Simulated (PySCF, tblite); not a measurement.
Isomers of [C5H10P]+ (charge +1). Level: GFN2-xTB in tblite, geometry and Hessian alike; calculated harmonic values, unscaled, isolated species. This tight-binding method is rough: wavenumbers can miss measured ones by several per cent, in bad cases by 10 to 20. Modes of hydrogen on phosphorus can be 10 to 20 % off. One conformer each.

Electronic energies: PBE0/pcSseg-1 single points on the GFN2-xTB geometries (PySCF, gas phase).

```csv
SMILES,"electronic energy, lowest = 0 (kcal/mol)"
C#CC[PH2+]CC,39.9
CC1=CC[PH2+]C1,0.0
C#C[PH2+]C(C)C,43.5
```

Problem. How do GFN2-xTB zero-point energies change the relative energies?

Solution. 
```json
{"SMILES": "CC1=CC[PH2+]C1", "ZPE (kcal/mol)": "82.3", "of it from modes above 1550 cm⁻¹": "43.8", "electronic (kcal/mol)": "0.0", "with ZPE, lowest = 0 (kcal/mol)": "0.0", "lowest mode (cm⁻¹)": "17", "rings": "1"}
{"SMILES": "C#CC[PH2+]CC", "ZPE (kcal/mol)": "80.4", "of it from modes above 1550 cm⁻¹": "44.8", "electronic (kcal/mol)": "39.9", "with ZPE, lowest = 0 (kcal/mol)": "38.1", "lowest mode (cm⁻¹)": "58", "rings": "0"}
{"SMILES": "C#C[PH2+]C(C)C", "ZPE (kcal/mol)": "81.2", "of it from modes above 1550 cm⁻¹": "45.0", "electronic (kcal/mol)": "43.5", "with ZPE, lowest = 0 (kcal/mol)": "42.3", "lowest mode (cm⁻¹)": "55", "rings": "0"}
```

The zero-point energies span 1.9 kcal/mol, from `C#CC[PH2+]CC` to `CC1=CC[PH2+]C1`. The order is unchanged.

Problem. And how do the electronic energies of GFN2-xTB itself compare?

Solution. `CC1=CC[PH2+]C1` 0.0; `C#CC[PH2+]CC` 35.2; `C#C[PH2+]C(C)C` 38.0 kcal/mol, lowest = 0. Against the energies above, taken from the same isomer `CC1=CC[PH2+]C1`, the largest difference is 5.5 kcal/mol.
